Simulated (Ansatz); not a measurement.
Results of the Gaussian-basis code of Ansatz.

Basis-set series for `C1=CC2C3C1C23`. Charge 0, multiplicity 1. The structure was optimised at the PBE0-D4/def2-TZVP level.

```
functional       basis  functions  energy (Eh)  HOMO (eV)  LUMO (eV)
   PBE0-D4    def2-SVP        114   -231.69877      -6.23       0.45
   PBE0-D4  def2-QZVPP        522   -231.95366      -6.29       0.21
   ωB97M-V    def2-SVP        114   -231.85932      -8.47       2.66
   ωB97M-V  def2-QZVPP        522   -232.12429      -8.51       2.10
```

Problem. Give the rows for def2-TZVPP. (An estimate is asked.)

Solution. The calculation gave: 
| functional | basis | functions | energy (Eh) | HOMO (eV) | LUMO (eV) |
| --- | --- | --- | --- | --- | --- |
| PBE0-D4 | def2-TZVPP | 270 | -231.94136 | -6.27 | 0.28 |
| ωB97M-V | def2-TZVPP | 270 | -232.11292 | -8.50 | 2.38 |

Positive LUMOs are unbound and depend on the basis.
